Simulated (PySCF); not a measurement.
**doublet SiH3O: levels of theory compared**

Aim: a comparison of 6 runs (UB3LYP/STO-3G, UPBE/STO-3G, UPBE0/STO-3G, ROCCSD(T)/STO-3G, UCCSD(T)/STO-3G, FCI/STO-3G) of doublet SiH3O. Input form: a Python script.

Program for the calculation: PySCF 2.14.0.

11 further runs of the same task are left out: 2 that didn't finish, 9 set aside as unsound or not needed.

### Step 1. The molecule

SiH3O: 5 atoms, total charge 0, spin state doublet. SMILES of the parent species: `[O-][SiH3]`. Geometry: relaxed at GFN2-xTB. That shape belongs to the parent species and isn't relaxed for this state.

Bond lengths: O1–Si2 1.535 Å, Si2–H3 1.516 Å, Si2–H4 1.516 Å, Si2–H5 1.516 Å. Angles: O1–Si2–H3 116.1°, O1–Si2–H4 116.1°, O1–Si2–H5 116.1°, H3–Si2–H4 102.1°, H3–Si2–H5 102.1°, H4–Si2–H5 102.1°.

### Step 2. The energy at UB3LYP/STO-3G (run 1)

input.py

```python
from pyscf import gto, dft

mol = gto.M(
    atom=[
    ('O', (-1.444170, 0.271390, 0.700100)),
    ('Si', (-0.082700, 0.015600, 0.039800)),
    ('H', (-0.104440, -0.247420, -1.452600)),
    ('H', (0.697830, -1.174610, 0.561420)),
    ('H', (0.933480, 1.135040, 0.151280)),
],
    charge=0,
    verbose=3,
    basis='sto-3g',
    spin=1,
    max_memory=1860,
)

mf = dft.UKS(mol)
mf.xc = 'b3lyp'
mf.conv_tol = 1e-10
mf.grids.level = 5
mf.kernel()
if not mf.converged:
    mf = mf.newton().run(mf.mo_coeff, mf.mo_occ)

energy = mf.e_tot
print('E(%s) = %.9f' % ('B3LYP', energy))
```

Run with:

```bash
OMP_NUM_THREADS=1 python input.py
```

Output:

```text
converged SCF energy = -362.010680859831  <S^2> = 0.75321305  2S+1 = 2.0032105
E(B3LYP) = -362.010680860
```

It took 5.4 s on 1 thread of Arm Neoverse V1, shared host; peak memory 0.2 GiB.

### Step 3. The energy at UPBE/STO-3G (run 2)

input.xyz

```xyz
5
H3OSi
O     -1.444170     0.271390     0.700100
Si    -0.082700     0.015600     0.039800
H     -0.104440    -0.247420    -1.452600
H      0.697830    -1.174610     0.561420
H      0.933480     1.135040     0.151280
```

calc.py

```python
from pyscf import gto, dft

mol = gto.Mole()
mol.atom = 'input.xyz'
mol.basis = 'sto-3g'
mol.spin = 1
mol.verbose = 4
mol.max_memory = 1860
mol.build()

calc0 = dft.UKS(mol, xc='pbe')
calc0.conv_tol = 1e-10
calc0.grids.level = 5
calc0.kernel()
if not calc0.converged:
    calc0 = calc0.newton().run(calc0.mo_coeff, calc0.mo_occ)

e_final = calc0.e_tot
print(f'total energy: {e_final:.8f} hartree')
```

Run with:

```bash
OMP_NUM_THREADS=1 python calc.py
```

Output:

```text
PySCF version 2.14.0

[... 56 lines left out ...]
WARN: beta  nocc = 12  HOMO -0.289993171509796 >= LUMO -0.289912244678778
[... 98 lines left out ...]
converged SCF energy = -361.756406566179  <S^2> = 0.7523242  2S+1 = 2.0023229
total energy: -361.75640657 hartree
```

Wall time 7.8 s (1 thread of Arm Neoverse V1, shared host); peak memory 0.2 GiB.

Runs 3 to 4 aren't shown in full; the table further down has their settings and results.

### Step 4. The energy at UCCSD(T)/STO-3G (run 5)

job.py

```python
from pyscf import gto, cc

molecule = gto.M(
    atom=[
    ('O', (-1.444170, 0.271390, 0.700100)),
    ('Si', (-0.082700, 0.015600, 0.039800)),
    ('H', (-0.104440, -0.247420, -1.452600)),
    ('H', (0.697830, -1.174610, 0.561420)),
    ('H', (0.933480, 1.135040, 0.151280)),
],
    verbose=3,
    spin=1,
    charge=0,
    basis='sto-3g',
    max_memory=1860,
)

hf = molecule.UHF()
hf.conv_tol = 1e-10
hf.kernel()
if not hf.converged:
    hf = hf.newton().run(hf.mo_coeff, hf.mo_occ)

mycc = cc.CCSD(hf, frozen=6)
mycc.kernel()
e_t = mycc.ccsd_t()
etot = mycc.e_tot + e_t
print('Final energy', etot)
```

Run with:

```bash
OMP_NUM_THREADS=1 python job.py
```

Output:

```text
converged SCF energy = -361.124765892252  <S^2> = 0.75605172  2S+1 = 2.0060426
E(UCCSD) = -361.2053269192282  E_corr = -0.08056102697657551
UCCSD(T) correction = -0.00150269091218061
Final energy -361.2068296101404
```

Run time: 1.1 s. Hardware: 1 thread of Arm Neoverse V1, shared host; peak memory 0.12 GiB.

### Step 5. The energy at FCI/STO-3G (run 6)

input.py

```python
from pyscf import gto, scf, mcscf

system = gto.M(
    atom='''
O   -1.444170   0.271390   0.700100
Si  -0.082700   0.015600   0.039800
H   -0.104440  -0.247420  -1.452600
H    0.697830  -1.174610   0.561420
H    0.933480   1.135040   0.151280
''',
    max_memory=1860,
    charge=0,
    basis='sto-3g',
    spin=1,
    verbose=4,
)

mf = scf.ROHF(system)
mf.conv_tol = 1e-10
mf.kernel()
if not mf.converged:
    mf = mf.newton().run(mf.mo_coeff, mf.mo_occ)

cas = mcscf.CASCI(mf, mf.mo_coeff.shape[-1] - 6, (system.nelec[0] - 6, system.nelec[1] - 6))  # full CI above the frozen core
cas.fix_spin_(ss=0.75)
cas.kernel()
e_final = cas.e_tot
print('Final energy', e_final)
```

Run with:

```bash
OMP_NUM_THREADS=1 python input.py
```

Output:

```text
PySCF version 2.14.0

[... 63 lines left out ...]
converged SCF energy = -361.123376930651
[... 1 line left out ...]
******** <class 'pyscf.mcscf.casci.CASCI'> ********
CAS (7e+6e, 11o), ncore = 6, nvir = 0
natorb = False
canonicalization = True
sorting_mo_energy = False
******** <class 'pyscf.fci.addons.SpinPenaltyFCISolver'> ********
max. cycles = 200
conv_tol = 1e-08
davidson only = True
linear dependence = 1e-12
level shift = 0.001
max iter space = 12
nroots = 1
pspace_size = 400
spin = None
Density matrix diagonal elements [1.99425246 1.98337218 1.98507123 1.97727454 1.95650072 1.9714974
 1.00779853 0.03948302 0.03237643 0.03231155 0.02006194]
CASCI converged
CASCI E = -361.207347456429  E(CI) = -37.5809831845507  S^2 = 0.7500000
Final energy -361.2073474564286
```

It took 3.3 s on 1 thread of Arm Neoverse V1, shared host; peak memory 0.15 GiB.

### Step 6. Overview of the runs

```
run             level  integration grid  frozen core orbitals  energy (Eh)  dipole moment (D) of the reference  HOMO energy (eV)  LUMO energy (eV)  wall time
  1     UB3LYP/STO-3G                 5                     –  -362.010681                                0.45             -4.35             -0.87      5.4 s
  2       UPBE/STO-3G                 5                     –  -361.756407                                0.54             -2.69             -2.30      7.8 s
  3      UPBE0/STO-3G                 5                     –  -361.816511                                0.49             -4.61             -0.30      4.8 s
  4  ROCCSD(T)/STO-3G                 –                     6  -361.206821                                0.39                 –                 –      1.1 s
  5   UCCSD(T)/STO-3G                 –                     6  -361.206830                                0.41             -9.07              7.40      1.1 s
  6        FCI/STO-3G                 –                     6  -361.207347                                0.39                 –                 –      3.3 s
```

### Step 7. What came out

| quantity | value |
| --- | --- |
| run 6: total energy | -361.20735 Eh |
| run 6: dipole moment (Hartree–Fock density) | 0.39 D |
| run 6: correlation energy (6 core orbitals frozen) | -84.0 mEh |

What this shows: Against full CI in this basis: ROCCSD(T) +0.5 mEh; UCCSD(T) +0.5 mEh. Over runs 1, 2, 3 the dipole moment (its size) runs from 0.45 D (UB3LYP/STO-3G) to 0.54 D (UPBE/STO-3G). Totals of different functionals can't be ranked against each other. In runs 1, 2, 3, 4, 5, 6 the basis is minimal, so the values are rough. All runs together took 24 s, the longest 7.8 s.
